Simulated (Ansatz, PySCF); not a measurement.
Gas-phase reaction in SMILES: N (NH3) -> N (NH3) as doublet, charge +1 + e-

Quantity: adiabatic ionisation energy (0 K, with zero-point energies), in eV. Set-up: 6-311+G** with 5d; UHF or UKS for open shells; valence correlation only; no spin-orbit coupling; non-relativistic; no dispersion term unless named; 6-31G* and kin with 6d, 5d where marked. CBS marks a two-point X^-3 extrapolation of the correlation energy; Hartree-Fock from the larger set. Ab initio and DFT rows: single points at B3LYP-D3(BJ) geometries (Ansatz, a program for electronic structure), with unscaled harmonic terms from B3LYP/6-31G* at its own minima.

Measured values: CCCBDB table in ASE, the entry of H3N doubted and unchecked; they hold spin-orbit and core effects. 

Value to compare with, the measured value: 10.07 eV.

```csv
level,program,"adiabatic ionisation energy (0 K, with zero-point energies) (eV)",error
HF/6-31G*,Ansatz,8.42,-1.65
B3LYP/6-31+G*,Ansatz,10.09,0.02
B3LYP/6-31G**,Ansatz,9.86,-0.21
M06-2X/6-311+G**,PySCF,10.15,0.08
MP2/STO-3G,Ansatz,6.96,-3.11
MP2/6-311+G**,Ansatz,9.91,-0.16
r2SCAN-D4/def2-TZVPD,Ansatz + dftd4,9.93,-0.14
B3LYP-D3(BJ)/def2-TZVPD,Ansatz + dftd3,10.17,0.10
PBE0/def2-TZVPD,Ansatz,10.01,-0.06
"CCSD(T)/CBS(aug-cc-pVTZ,aug-cc-pVQZ)",Ansatz,10.18,0.11
```

Among the 6 habitual levels, MP2/STO-3G lies farthest from the measured value (-3.11 eV) and B3LYP/6-31+G* nearest (0.02); 2 of 6 lie above it, and their mean absolute error is 0.87 eV, the median 0.18. One case shows no general order.

The levels are drawn from those run, B3LYP/6-31G* more often than the rest, none by its result; runs whose electronic state is in doubt are left out.
